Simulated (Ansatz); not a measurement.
**SrVO3: computed properties**

Method: Ansatz, DFT r2SCAN, scalar-relativistic, plane waves, PAW.

Settings: cutoff 500 eV, Γ-centred mesh 10×10×10 on the computed 5-atom cell, Gaussian smearing of 0.10 eV; collinear spin from starting moments 0 0.9 0 0 0 μB.

The structure is relaxed at this level of theory with its symmetry kept. Whether it is the stable form of this composition wasn't checked.

Space group Pm-3m (No. 221). a = 3.841 Å, b = 3.841 Å, c = 3.841 Å, α = 90.00°, β = 90.00°, γ = 90.00°
| atom | site | symmetry | x | y | z |
| --- | --- | --- | --- | --- | --- |
| Sr | 1b | m-3m | 0.5000 | 0.5000 | 0.5000 |
| V | 1a | m-3m | 0.0000 | 0.0000 | 0.0000 |
| O | 3d | 4/mm.m | 0.5000 | 0.0000 | 0.0000 |

Task: Formation energy from the elements' standard states (uncorrected)?

Result: -3.037 eV/atom.

Task: Density of states at the Fermi level?

Result: 1.34 states/eV per cell.

Task: Löwdin character within 0.5 eV of the Fermi level?

Result: V 3d 73 %, O 2p 24 %.

Task: Bulk modulus?

Result: 189 GPa.

Task: Its pressure derivative?

Result: 1.5.

Task: Bader charges (e)?

Result: Sr (1 in the cell) 1.63, V (1 in the cell) 2.18, O (3 in the cell) -1.27.

Task: Total moment?

Result: 1.00 μB per cell.

Task: Site moments (μB; atoms counted from 1 over the whole cell)?

Result: V (atom 2) 0.82.

The state reached may not be the lowest one.

Only this magnetic start was tried.

Symmetry holds off the tilts and polar distortions that many cubic perovskites undergo.

Cost: 6 runs of about 9.9 core-minutes in all, on Arm Neoverse N1 (shared hosts).